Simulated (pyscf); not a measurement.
`[OH][Ta]([OH])([Cl])[Cl]` [doublet] → `[O]=[Ta]([Cl])[Cl]` [doublet] + `[OH2]` (elimination; doublet surface; H–O, O–Ta broken, H–O formed). Single points on ωB97X-D3(BJ)/def2-SVP structures (PySCF, gas phase). Energies in kcal/mol from the reactant's lowest minimum found.

```
level                   barrier  reaction energy
----------------------  -------  ---------------
ωB97X-D3(BJ)/def2-TZVP     36.0            +39.1
r²SCAN/def2-TZVP           31.9            +35.2
B3LYP-D3(BJ)/def2-TZVP        ?            +35.2
M06-2X/def2-TZVP           34.0            +36.0
ωB97M-D3(BJ)/def2-TZVP     35.4            +36.1
HF/def2-TZVP                  ?                ?
```

**Question.** What belongs in the gaps?

**Answer.** 
- B3LYP-D3(BJ)/def2-TZVP, barrier: 34.6
- HF/def2-TZVP, barrier: 47.5
- HF/def2-TZVP, reaction energy: +38.4

On the reactant side the descent ends in a point that may be a rotor saddle (no frequency run), 1.8 kcal/mol over the lowest minimum found and 34.2 kcal/mol under the saddle at ωB97X-D3(BJ)/def2-TZVP. On the product side the descent ends in an adduct with a O–Ta contact, 24.1 kcal/mol under the separated species and 21.0 kcal/mol under the saddle at ωB97X-D3(BJ)/def2-TZVP. At ωB97X-D3(BJ)/def2-TZVP, r²SCAN, B3LYP-D3(BJ), M06-2X, ωB97M-D3(BJ) the saddle lies under the separated products, which points to a path from their complex (located at ωB97X-D3(BJ) alone), and parting the products costs more than the saddle. What is counted as broken (O–Ta) persists as a longer contact in the product adduct; parting that adduct is a step of its own. At the saddle there is also a short H–Ta contact that neither side keeps. This is the saddle that the search found; another between the same sides may lie lower. Open-shell species with a d-block atom are single-reference here; other states, and whether the spin sits on metal or ligand, were not checked. Elements past Kr carry the def2 core potentials, without spin-orbit coupling.
